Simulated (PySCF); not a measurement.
Species: (2S)-2-methoxypropanenitrile, C4H7NO.
SMILES with atom numbers: `[CH3:1][O:2][C@@H:3]([CH3:4])[C:5]#[N:6]` (hydrogens: H7, H8, H9 on C1; H10 on C3; H11, H12, H13 on C4)

The same species was optimised twice, with GFN2-xTB and with PBE0-D3(BJ)/def2-SVP (PySCF), and the same property calculations (PySCF, gas phase) were run on both structures.

```tsv
coordinate	GFN2-xTB	PBE0-D3(BJ)/def2-SVP	change
C3–C5 (Å)	1.458	1.482	+0.024
O2–C3 (Å)	1.414	1.394	-0.020
C5≡N6 (Å)	1.143	1.157	+0.014
C3–C4 (Å)	1.529	1.518	-0.011
C1–O2 (Å)	1.406	1.401	-0.005
C4–C3–C5 (°)	109.6	111.1	+1.5
C1–O2–C3 (°)	114.2	114.7	+0.5
O2–C3–C5 (°)	111.6	111.3	-0.3
O2–C3–C4 (°)	108.3	108.5	+0.2
C3–C5–N6 (°)	179.0	179.0	0.0
C1–O2–C3–C4 (°)	174	172	-2
```

Rotational constants: A = 4460, B = 3349, C = 2055 MHz (GFN2-xTB) against A = 4393, B = 3359, C = 2042 MHz (PBE0-D3(BJ)/def2-SVP). Point groups within 0.08 Å: C1 and C1.

On the GFN2-xTB structure: isotropic polarisability (au) 56.7 [CAM-B3LYP/def2-SVPD]; HOMO (eV) -9.88 [CAM-B3LYP/def2-SVPD]; LUMO (eV) 1.01 [CAM-B3LYP/def2-SVPD]; dipole (D) 3.27 [CAM-B3LYP/def2-SVPD].

Q: What do these properties become on the PBE0-D3(BJ)/def2-SVP structure?

A: 
| property | level | on GFN2-xTB | on PBE0-D3(BJ)/def2-SVP | change |
| --- | --- | --- | --- | --- |
| isotropic polarisability (au) | CAM-B3LYP/def2-SVPD | 56.7 | 57.3 | +0.6 |
| HOMO (eV) | CAM-B3LYP/def2-SVPD | -9.88 | -9.91 | -0.03 |
| LUMO (eV) | CAM-B3LYP/def2-SVPD | 1.01 | 0.99 | -0.02 |
| dipole (D) | CAM-B3LYP/def2-SVPD | 3.27 | 3.35 | +0.08 |
| energy, GFN2-xTB geometry as zero (kcal/mol) | CAM-B3LYP/def2-SVPD | 0.0 | -0.6 | -0.6 |

The heavy atoms differ by 0.023 Å rms after alignment. Among bonds between heavy atoms C3–C5 changes most (+0.024 Å). Changes are differences of the printed values. Neither structure is proved a minimum here.

Conformer computed: `[CH3:1][O:2][C@@H:3]([CH3:4])[C:5]#[N:6]`: C1–O2–C3–C4 172°.
